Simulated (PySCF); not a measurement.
## A search over the determinants of SiP

Unrestricted PBE0; PySCF, no relativity, basis sets Si cc-pV(D+d)Z, P cc-pV(D+d)Z. Outer shells of the fragments: Si 3s2 3p2; P 3s2 3p3.

Followed along the bond (rough minima from three points):

```csv
2Ms+1,unpaired,⟨S²⟩ at the start,R at minimum (Å),Te (eV)
2,π ↑,0.76,2.08,0.00
2,σ ↑,0.77,1.98,0.15
4,π ↑↑↑,3.76,none in the scan,≤ 1.71
6,"σ ↑, π ↑↑↑↑",8.75,none in the scan,≤ 3.20
```

Solutions found at the starting distance of 2.180 Å, counted from the lowest of them; the search is not exhaustive and high or unbound solutions are not listed, so other states can lie among these:

| 2Ms+1 | unpaired | term | E (eV) | ⟨S²⟩ | ⟨Lz²⟩ | μ (D) |
| --- | --- | --- | --- | --- | --- | --- |
| 2 | π ↑ | ²Π | 0.00 | 0.76 | 1.01 | -1.10 |
| 2 | σ ↑ | ²Σ⁺ | 0.45 | 0.77 | 0.00 | -1.56 |
| 4 | π ↑↑↑ | ⁴Π | 1.78 | 3.76 | 1.01 | 0.42 |
| 4 | σ ↑, π ↑↑ | mixed | 1.94 | 3.76 | 2.01 | -0.71 |
| 2 | π ↑↑↓ | mixed | 2.17 | 1.77 | 3.03 | 0.43 |
| 2 | σ ↓, π ↑↑ | mixed | 2.40 | 1.78 | 2.01 | -0.54 |

A term symbol is given only where ⟨S²⟩ and ⟨Lz²⟩ are close to those of a pure state; real π, δ and φ orbitals otherwise mix terms. A positive dipole means Si(−)P(+).

Question: Compare the gap between the two lowest followed solutions at the starting distance with the gap between their minima.

Answer: At PBE0 the second solution (doublet, unpaired electrons σ ↑) lies +0.45 eV from the first (doublet, unpaired electrons π ↑) at 2.180 Å and +0.15 eV at the minima; the two curves relax by different amounts, since their minima lie near 1.98 and 2.08 Å.

Counting both spins, an empty level lies below a filled one in some of these solutions, because spin and occupation are held.
